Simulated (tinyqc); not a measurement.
Inside a calculation. Method: MP2 on RHF in the sto-6g basis, for H2O, spin multiplicity 1. Computed by tinyqc, a small Python program that keeps every step (integrals from PySCF). Settings: charge = 0, multiplicity = 1, basis = sto-6g, method = RHF, energy threshold = 1e-10, iteration cap = 72, orthogonalisation = canonical, start = atomic densities, DIIS depth = 6. Command: `OMP_NUM_THREADS=1 python tinyqc.py 27032 27033 out.jsonl` (the two numbers bound the seeds that draw the settings). One thread of a shared host (Intel(R) Xeon(R) Processor @ 2.60GHz), about 0.2 s of CPU time with the checks. The early iterations of the SCF are left out here.

## One-electron integrals

Geometry (angstrom):
```
atom       x        y       z
O     0.0000   0.0000  0.0000
H     0.0000   0.6610  0.6160
H     0.0000  -0.6610  0.6160
```

Basis sto-6g: exponents (1/bohr^2) and contraction coefficients of normalised primitives:
```
element  l (shell)   exponent  coefficient
O            s (1)  1355.5842       0.0092
O            s (1)   248.5449       0.0494
O            s (1)    69.5339       0.1685
O            s (1)    23.8868       0.3706
O            s (1)     9.2759       0.4165
O            s (1)     3.8203       0.1303
O            s (2)    52.1878      -0.0133
O            s (2)    10.3293      -0.0470
O            s (2)     3.2103      -0.0338
O            s (2)     1.2351       0.2502
O            s (2)     0.5364       0.5951
O            s (2)     0.2459       0.2407
O            p (3)    52.1878       0.0038
O            p (3)    10.3293       0.0377
O            p (3)     3.2103       0.1739
O            p (3)     1.2351       0.4180
O            p (3)     0.5364       0.4259
O            p (3)     0.2459       0.1017
H            s (1)    35.5232       0.0092
H            s (1)     6.5131       0.0494
H            s (1)     1.8221       0.1685
H            s (1)     0.6260       0.3706
H            s (1)     0.2431       0.4165
H            s (1)     0.1001       0.1303
```

Overlap, kinetic and nuclear-attraction integrals over the contracted functions; the nuclear repulsion is the sum of Za Zb / Rab.

nuclear repulsion = 9.771065 hartree

overlap S, lower triangle:
```
         1O 1s   1O 2s  1O 2px   1O 2py  1O 2pz   2H 1s   3H 1s
1O 1s   1.0000
1O 2s   0.2311  1.0000
1O 2px  0.0000  0.0000  1.0000
1O 2py  0.0000  0.0000  0.0000   1.0000
1O 2pz  0.0000  0.0000  0.0000   0.0000  1.0000
2H 1s   0.0627  0.5126  0.0000   0.3004  0.2800  1.0000
3H 1s   0.0627  0.5126  0.0000  -0.3004  0.2800  0.3294  1.0000
```

kinetic energy T (hartree), lower triangle:
```
          1O 1s   1O 2s  1O 2px   1O 2py  1O 2pz   2H 1s   3H 1s
1O 1s   29.3272
1O 2s   -0.8960  0.8426
1O 2px   0.0000  0.0000  2.5313
1O 2py   0.0000  0.0000  0.0000   2.5313
1O 2pz   0.0000  0.0000  0.0000   0.0000  2.5313
2H 1s    0.0000  0.1557  0.0000   0.2375  0.2213  0.7685
3H 1s    0.0000  0.1557  0.0000  -0.2375  0.2213  0.0312  0.7685
```

nuclear attraction V (hartree), lower triangle:
```
           1O 1s     1O 2s    1O 2px    1O 2py    1O 2pz    2H 1s    3H 1s
1O 1s   -62.4297
1O 2s    -6.4220  -10.1499
1O 2px    0.0000    0.0000  -10.0548
1O 2py    0.0000    0.0000    0.0000  -10.2068
1O 2pz   -0.0251   -0.2733    0.0000    0.0000  -10.1868
2H 1s    -1.9983   -4.2598    0.0000   -2.2320   -2.1862  -6.1103
3H 1s    -1.9983   -4.2598    0.0000    2.2320   -2.1862  -2.1654  -6.1103
```

core Hamiltonian H = T + V (hartree), lower triangle:
```
           1O 1s    1O 2s   1O 2px   1O 2py   1O 2pz    2H 1s    3H 1s
1O 1s   -33.1025
1O 2s    -7.3181  -9.3073
1O 2px    0.0000   0.0000  -7.5235
1O 2py    0.0000   0.0000   0.0000  -7.6755
1O 2pz   -0.0251  -0.2733   0.0000   0.0000  -7.6555
2H 1s    -1.9983  -4.1042   0.0000  -1.9945  -1.9649  -5.3418
3H 1s    -1.9983  -4.1042   0.0000   1.9945  -1.9649  -2.1343  -5.3418
```

## Two-electron integrals

Functions are numbered as in S; the eight-fold symmetry (ij|kl) = (ji|kl) = (kl|ij) leaves the list below.

Two-electron integrals (ij|kl) in chemists' order, unique and non-zero (hartree):
```
(11|11) 4.7875      (21|11) 0.6759      (21|21) 0.1215      (22|11) 1.1174
(22|21) 0.2492      (22|22) 0.8174      (31|31) 0.0258      (32|31) 0.0391
(32|32) 0.1807      (33|11) 1.1174      (33|21) 0.2492      (33|22) 0.8174
(33|33) 0.8807      (41|41) 0.0258      (42|41) 0.0391      (42|42) 0.1807
(43|43) 0.0475      (44|11) 1.1174      (44|21) 0.2492      (44|22) 0.8174
(44|33) 0.7857      (44|44) 0.8807      (51|51) 0.0258      (52|51) 0.0391
(52|52) 0.1807      (53|53) 0.0475      (54|54) 0.0475      (55|11) 1.1174
(55|21) 0.2492      (55|22) 0.8174      (55|33) 0.7857      (55|44) 0.7857
(55|55) 0.8807      (61|11) 0.1959      (61|21) 0.0337      (61|22) 0.0676
(61|33) 0.0674      (61|41) 0.0012      (61|42) 0.0023      (61|44) 0.0677
(61|51) 0.0011      (61|52) 0.0022      (61|54) 2.22e-04    (61|55) 0.0676
(61|61) 0.0095      (62|11) 0.4420      (62|21) 0.0998      (62|22) 0.3582
(62|33) 0.3525      (62|41) 0.0058      (62|42) 0.0412      (62|44) 0.3616
(62|51) 0.0054      (62|52) 0.0384      (62|54) 0.0085      (62|55) 0.3604
(62|61) 0.0278      (62|62) 0.1891      (63|31) 0.0115      (63|32) 0.0634
(63|43) 0.0087      (63|53) 0.0081      (63|63) 0.0280      (64|11) 0.2215
(64|21) 0.0508      (64|22) 0.1943      (64|33) 0.1854      (64|41) 0.0142
(64|42) 0.0849      (64|44) 0.2078      (64|51) 0.0025      (64|52) 0.0201
(64|54) 0.0128      (64|55) 0.1898      (64|61) 0.0148      (64|62) 0.1248
(64|64) 0.1096      (65|11) 0.2064      (65|21) 0.0473      (65|22) 0.1811
(65|33) 0.1728      (65|41) 0.0025      (65|42) 0.0201      (65|44) 0.1775
(65|51) 0.0138      (65|52) 0.0821      (65|54) 0.0131      (65|55) 0.1930
(65|61) 0.0138      (65|62) 0.1163      (65|64) 0.0761      (65|65) 0.0989
(66|11) 0.5583      (66|21) 0.1283      (66|22) 0.5228      (66|33) 0.5017
(66|41) 0.0104      (66|42) 0.0982      (66|44) 0.5356      (66|51) 0.0097
(66|52) 0.0915      (66|54) 0.0316      (66|55) 0.5312      (66|61) 0.0362
(66|62) 0.3367      (66|64) 0.2543      (66|65) 0.2370      (66|66) 0.7750
(71|11) 0.1959      (71|21) 0.0337      (71|22) 0.0676      (71|33) 0.0674
(71|41) -0.0012     (71|42) -0.0023     (71|44) 0.0677      (71|51) 0.0011
(71|52) 0.0022      (71|54) -2.22e-04   (71|55) 0.0676      (71|61) 0.0094
(71|62) 0.0270      (71|64) 0.0130      (71|65) 0.0134      (71|66) 0.0347
(71|71) 0.0095      (72|11) 0.4420      (72|21) 0.0998      (72|22) 0.3582
(72|33) 0.3525      (72|41) -0.0058     (72|42) -0.0412     (72|44) 0.3616
(72|51) 0.0054      (72|52) 0.0384      (72|54) -0.0085     (72|55) 0.3604
(72|61) 0.0270      (72|62) 0.1601      (72|64) 0.0717      (72|65) 0.0960
(72|66) 0.2422      (72|71) 0.0278      (72|72) 0.1891      (73|31) 0.0115
(73|32) 0.0634      (73|43) -0.0087     (73|53) 0.0081      (73|63) 0.0231
(73|73) 0.0280      (74|11) -0.2215     (74|21) -0.0508     (74|22) -0.1943
(74|33) -0.1854     (74|41) 0.0142      (74|42) 0.0849      (74|44) -0.2078
(74|51) -0.0025     (74|52) -0.0201     (74|54) 0.0128      (74|55) -0.1898
(74|61) -0.0130     (74|62) -0.0717     (74|64) -0.0091     (74|65) -0.0419
(74|66) -0.0925     (74|71) -0.0148     (74|72) -0.1248     (74|74) 0.1096
(75|11) 0.2064      (75|21) 0.0473      (75|22) 0.1811      (75|33) 0.1728
(75|41) -0.0025     (75|42) -0.0201     (75|44) 0.1775      (75|51) 0.0138
(75|52) 0.0821      (75|54) -0.0131     (75|55) 0.1930      (75|61) 0.0134
(75|62) 0.0960      (75|64) 0.0419      (75|65) 0.0799      (75|66) 0.1605
(75|71) 0.0138      (75|72) 0.1163      (75|74) -0.0761     (75|75) 0.0989
(76|11) 0.2124      (76|21) 0.0485      (76|22) 0.1884      (76|33) 0.1838
(76|44) 0.1869      (76|51) 0.0041      (76|52) 0.0348      (76|55) 0.1945
(76|61) 0.0134      (76|62) 0.1005      (76|64) 0.0566      (76|65) 0.0695
(76|66) 0.1860      (76|71) 0.0134      (76|72) 0.1005      (76|74) -0.0566
(76|75) 0.0695      (76|76) 0.0642      (77|11) 0.5583      (77|21) 0.1283
(77|22) 0.5228      (77|33) 0.5017      (77|41) -0.0104     (77|42) -0.0982
(77|44) 0.5356      (77|51) 0.0097      (77|52) 0.0915      (77|54) -0.0316
(77|55) 0.5312      (77|61) 0.0347      (77|62) 0.2422      (77|64) 0.0925
(77|65) 0.1605      (77|66) 0.3861      (77|71) 0.0362      (77|72) 0.3367
(77|74) -0.2543     (77|75) 0.2370      (77|76) 0.1860      (77|77) 0.7750
```

## Orthogonalisation

S = U s U^T; canonical form X = U s^(-1/2), so that X^T S X = 1. Each column of U has its largest component positive (the first on a tie).

eigenvalues of S: 0.3070  0.3796  0.8807  1.0000  1.0970  1.2910  2.0448

X:
```
              1        2        3       4        5        6       7
1O 1s   -0.2750   0.0000   0.7678  0.0000  -0.6202   0.0000  0.1318
1O 2s    1.2486   0.0000  -0.3228  0.0000  -0.3196   0.0000  0.3941
1O 2px   0.0000   0.0000   0.0000  1.0000   0.0000   0.0000  0.0000
1O 2py   0.0000  -0.9171   0.0000  0.0000   0.0000   0.7262  0.0000
1O 2pz   0.6319   0.0000   0.6363  0.0000   0.6330   0.0000  0.1993
2H 1s   -0.7821   0.9469  -0.1356  0.0000   0.1096   0.3516  0.3719
3H 1s   -0.7821  -0.9469  -0.1356  0.0000   0.1096  -0.3516  0.3719
```

## Iteration 8 (converged): orbitals

converged F (hartree), lower triangle:
```
           1O 1s    1O 2s   1O 2px   1O 2py   1O 2pz    2H 1s    3H 1s
1O 1s   -20.5077
1O 2s    -4.9668  -2.3716
1O 2px    0.0000   0.0000  -0.4092
1O 2py    0.0000   0.0000   0.0000  -0.3564
1O 2pz   -0.0318  -0.1677   0.0000   0.0000  -0.4092
2H 1s    -1.3553  -1.1146   0.0000  -0.3818  -0.4302  -0.6705
3H 1s    -1.3553  -1.1146   0.0000   0.3818  -0.4302  -0.5185  -0.6705
```

Diagonalise F' = X^T F X, C = X C', fill 5 alpha and 5 beta electrons from the bottom; D = 2 C_occ C_occ^T. Each column has its largest component positive (the first on a tie).

F' = X^T F X (hartree), lower triangle:
```
         1        2        3        4        5        6        7
1   0.3290
2   0.0000   0.7538
3   1.4012   0.0000  -9.5300
4   0.0000   0.0000   0.0000  -0.4092
5  -0.9114   0.0000   9.2228   0.0000  -9.7955
6   0.0000  -0.1427   0.0000   0.0000   0.0000  -0.6155
7  -0.0065   0.0000  -3.5556   0.0000   3.7536   0.0000  -2.6605
```

orbital energies (hartree): MO1 -20.5111, MO2 -1.3202, MO3 -0.6302, MO4 -0.4912, MO5 -0.4092, MO6 0.6655, MO7 0.7685

coefficients C:
```
            MO1      MO2      MO3      MO4     MO5      MO6      MO7
1O 1s    0.9966  -0.2188   0.0000   0.1050  0.0000  -0.1234   0.0000
1O 2s    0.0168   0.8147   0.0000  -0.5841  0.0000   0.9569   0.0000
1O 2px   0.0000   0.0000   0.0000   0.0000  1.0000   0.0000   0.0000
1O 2py   0.0000   0.0000   0.6283   0.0000  0.0000   0.0000   0.9867
1O 2pz   0.0039   0.1631   0.0000   0.7566  0.0000   0.8035   0.0000
2H 1s   -0.0042   0.1556   0.4469   0.2676  0.0000  -0.8274  -0.9058
3H 1s   -0.0042   0.1556  -0.4469   0.2676  0.0000  -0.8274   0.9058
```

D after iteration 8, lower triangle:
```
          1O 1s    1O 2s  1O 2px   1O 2py  1O 2pz    2H 1s   3H 1s
1O 1s    2.1041
1O 2s   -0.4458   2.0103
1O 2px   0.0000   0.0000  2.0000
1O 2py   0.0000   0.0000  0.0000   0.7894
1O 2pz   0.0953  -0.6180  0.0000   0.0000  1.1981
2H 1s   -0.0202  -0.0592  0.0000   0.5616  0.4557   0.5912
3H 1s   -0.0202  -0.0592  0.0000  -0.5616  0.4557  -0.2078  0.5912
```

## Convergence

Stop when the energy changes by less than 1e-10 hartree and every element of the error matrix X^T (F D S - S D F) X is below 3e-06.

Course of the cycle:
```
iteration  E (hartree)     change  largest element of the error matrix
1           -76.369299          -                             1.60e+00
2           -75.626155   7.43e-01                             2.69e-01
3           -75.659874  -3.37e-02                             3.18e-02
4           -75.660294  -4.21e-04                             6.21e-03
5           -75.660320  -2.56e-05                             3.28e-04
6           -75.660320  -2.03e-07                             9.98e-06
7           -75.660320  -1.53e-10                             4.65e-07
8           -75.660320  -2.56e-13                             7.03e-11
```

PySCF RHF in the same basis = -75.660320 hartree

Converged in 8 iterations.

## Integrals over molecular orbitals

(pq|rs) = sum C_ip C_jq C_kr C_ls (ij|kl), one index at a time.

one-electron integrals over orbitals h = C^T H C (hartree), lower triangle:
```
          1        2        3        4        5        6        7
1  -33.0886
2    0.5600  -7.7985
3    0.0000   0.0000  -6.5510
4   -0.2664   0.4131   0.0000  -7.1079
5    0.0000   0.0000   0.0000   0.0000  -7.5235
6    0.3249  -1.4732   0.0000  -1.0193   0.0000  -5.4854
7    0.0000   0.0000  -1.6501   0.0000   0.0000   0.0000  -5.6060
```

Two-electron integrals over orbitals (pq|rs), unique and non-zero (hartree):
```
(11|11) 4.7610     (21|11) -0.4205    (21|21) 0.0605     (22|11) 1.0150
(22|21) -0.0125    (22|22) 0.7423     (31|31) 0.0120     (32|31) 0.0186
(32|32) 0.1473     (33|11) 0.8279     (33|21) -0.0041    (33|22) 0.6647
(33|33) 0.6546     (41|11) 0.2081     (41|21) -0.0260    (41|22) 0.0187
(41|33) 0.0068     (41|41) 0.0311     (42|11) -0.1326    (42|21) 0.0108
(42|22) 0.0158     (42|33) 0.0063     (42|41) 0.0168     (42|42) 0.1184
(43|31) -0.0046    (43|32) 0.0132     (43|43) 0.0471     (44|11) 1.0135
(44|21) -0.0147    (44|22) 0.6741     (44|33) 0.6135     (44|41) -0.0118
(44|42) -0.1040    (44|44) 0.7995     (51|51) 0.0267     (52|51) 0.0319
(52|52) 0.1423     (53|53) 0.0304     (54|51) -0.0148    (54|52) -0.0504
(54|54) 0.0598     (55|11) 1.1171     (55|21) -0.0110    (55|22) 0.7484
(55|33) 0.6453     (55|41) 0.0052     (55|42) -0.0677    (55|44) 0.7357
(55|55) 0.8807     (61|11) -0.2591    (61|21) 0.0408     (61|22) 0.0007
(61|33) 0.0007     (61|41) -0.0034    (61|42) 0.0212     (61|44) -0.0215
(61|55) -0.0060    (61|61) 0.0376     (62|11) 0.3338     (62|21) -0.0072
(62|22) 0.1510     (62|33) 0.0867     (62|41) 0.0197     (62|42) 0.0154
(62|44) 0.0918     (62|55) 0.1647     (62|61) 0.0067     (62|62) 0.1079
(63|31) 0.0040     (63|32) -0.0317    (63|43) -0.0238    (63|63) 0.0621
(64|11) 0.2050     (64|21) -0.0015    (64|22) 0.0841     (64|33) 0.0430
(64|41) 4.99e-04   (64|42) -0.0370    (64|44) 0.1214     (64|55) 0.1089
(64|61) -0.0008    (64|62) 0.0577     (64|64) 0.0664     (65|51) 0.0161
(65|52) 0.0595     (65|54) -0.0040    (65|65) 0.0398     (66|11) 0.8442
(66|21) -0.0075    (66|22) 0.6371     (66|33) 0.5865     (66|41) 0.0228
(66|42) 0.0585     (66|44) 0.5604     (66|55) 0.6042     (66|61) 0.0087
(66|62) 0.1065     (66|64) 0.0412     (66|66) 0.6158     (71|31) 0.0161
(71|32) 0.0230     (71|43) -0.0063    (71|63) 0.0049     (71|71) 0.0216
(72|31) 0.0133     (72|32) 0.0324     (72|43) -0.0379    (72|63) 0.0374
(72|71) 0.0169     (72|72) 0.0591     (73|11) 0.3557     (73|21) -0.0076
(73|22) 0.1226     (73|33) 0.0906     (73|41) -0.0014    (73|42) -0.0813
(73|44) 0.1588     (73|55) 0.1822     (73|61) -0.0077    (73|62) 0.0783
(73|64) 0.0765     (73|66) 0.0359     (73|73) 0.1534     (74|31) -0.0108
(74|32) -0.0813    (74|43) 0.0070     (74|63) 0.0389     (74|71) -0.0140
(74|72) -0.0143    (74|74) 0.0721     (75|53) 0.0233     (75|75) 0.0232
(76|31) 0.0095     (76|32) 0.0973     (76|43) 0.0417     (76|63) -0.0554
(76|71) 0.0118     (76|72) -0.0155    (76|74) -0.0584    (76|76) 0.1111
(77|11) 0.8633     (77|21) -0.0086    (77|22) 0.6303     (77|33) 0.6229
(77|41) 0.0045     (77|42) -0.0068    (77|44) 0.6114     (77|55) 0.6240
(77|61) -0.0047    (77|62) 0.0706     (77|64) 0.0342     (77|66) 0.5791
(77|73) 0.0802     (77|77) 0.6249
```

## Second-order Moller-Plesset energy

Hartree-Fock energy = -75.660320 hartree

E2 = sum_ijab (ia|jb) [2 (ia|jb) - (ib|ja)] / (e_i + e_j - e_a - e_b) over occupied i, j and virtual a, b; the opposite-spin part is (ia|jb)^2 / denominator, the rest is same-spin, and SCS-MP2 scales them by 6/5 and 1/3.

Terms:
```
i  j  a  b  (ia|jb)  (ib|ja)  denominator       term
3  3  7  7   0.1534   0.1534      -2.7976    -0.0084
4  3  6  7   0.0765   0.0389      -2.5555    -0.0034
3  4  7  6   0.0765   0.0389      -2.5555    -0.0034
2  2  6  6   0.1079   0.1079      -3.9715    -0.0029
2  3  6  7   0.0783   0.0374      -3.3845    -0.0028
3  2  7  6   0.0783   0.0374      -3.3845    -0.0028
4  4  7  7   0.0721   0.0721      -2.5194    -0.0021
4  4  6  6   0.0664   0.0664      -2.3134    -0.0019
3  3  6  6   0.0621   0.0621      -2.5915    -0.0015
2  4  6  6   0.0577   0.0577      -3.1424    -0.0011
4  2  6  6   0.0577   0.0577      -3.1424    -0.0011
2  2  7  7   0.0591   0.0591      -4.1776    -0.0008
5  5  6  6   0.0398   0.0398      -2.1494    -0.0007
5  5  7  7   0.0232   0.0232      -2.3555  -2.28e-04
4  2  7  7  -0.0143  -0.0143      -3.3485  -6.14e-05
2  4  7  7  -0.0143  -0.0143      -3.3485  -6.14e-05
2  3  7  6   0.0374   0.0783      -3.3845   3.88e-05
3  2  6  7   0.0374   0.0783      -3.3845   3.88e-05
1  1  6  6   0.0376   0.0376     -42.3531  -3.34e-05
3  4  6  7   0.0389   0.0765      -2.5555  -2.00e-05
4  3  7  6   0.0389   0.0765      -2.5555  -2.00e-05
2  1  7  7   0.0169   0.0169     -23.3684  -1.23e-05
1  2  7  7   0.0169   0.0169     -23.3684  -1.23e-05
1  1  7  7   0.0216   0.0216     -42.5592  -1.10e-05
4  1  7  7  -0.0140  -0.0140     -22.5393  -8.73e-06
1  4  7  7  -0.0140  -0.0140     -22.5393  -8.73e-06
3  1  7  6  -0.0077   0.0049     -22.5754  -6.97e-06
1  3  6  7  -0.0077   0.0049     -22.5754  -6.97e-06
3  1  6  7   0.0049  -0.0077     -22.5754  -3.80e-06
1  3  7  6   0.0049  -0.0077     -22.5754  -3.80e-06
2  1  6  6   0.0067   0.0067     -23.1623  -1.95e-06
1  2  6  6   0.0067   0.0067     -23.1623  -1.95e-06
4  1  6  6  -0.0008  -0.0008     -22.3332  -2.84e-08
1  4  6  6  -0.0008  -0.0008     -22.3332  -2.84e-08
```

Pair energies (hartree; pair i-j sums ij and ji):
```
pair  opposite spin  same spin
1-1       -4.43e-05     0.0000
2-1       -2.84e-05     0.0000
2-2         -0.0038     0.0000
3-1       -7.42e-06  -1.41e-05
3-2         -0.0044    -0.0010
3-3         -0.0099     0.0000
4-1       -1.75e-05     0.0000
4-2         -0.0022     0.0000
4-3         -0.0058    -0.0011
4-4         -0.0040     0.0000
5-5         -0.0010     0.0000
```

MP2 correlation energy = -0.033266 hartree

SCS-MP2 correlation energy = -0.038092 hartree

MP2 total energy = -75.693587 hartree
